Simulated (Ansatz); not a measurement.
Species: H$_{2}$N, SMILES `[NH2]` (charge 0, multiplicity 2).

Q: Give a relaxed geometry from Ansatz (a program for electronic structure) with B3LYP-D3(BJ)/def2-TZVP.

A: the end point of this relaxation (outside a Z-matrix the atoms follow the SMILES, hydrogens last).
Z-matrix (Å, degrees):
```
N
H 1 1.0284
H 1 1.0284 2 103.25
```
